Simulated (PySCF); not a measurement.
MgAl⁺ at PBE0

Computed with PBE0; basis Mg pcseg-2, Al pcseg-2; no relativity; PySCF 2.14.

* state: ³Σ⁺ (triplet), unpaired electrons σ ↑↑, a second solution, started from another occupation
* bond length: 0.3266 nm
* harmonic wavenumber: 145 cm⁻¹
* force constant: 0.156 mdyn/Å
* rotational constant Be: 0.1244 cm⁻¹
* anharmonicity ωexe: 1.40 cm⁻¹
* vibration–rotation constant αe: 0.00157 cm⁻¹
* energy of the minimum from ground-state Mg + Al⁺: 0.488 eV
* bond order (Mayer): 0.46
* dipole moment (positive dipole points towards Al; it is taken about the centre of mass and depends on that origin): -1.01 D

For an ion De counts to the pair picked by the measured ionisation energies or electron affinities, which need not be the lowest pair at this level.
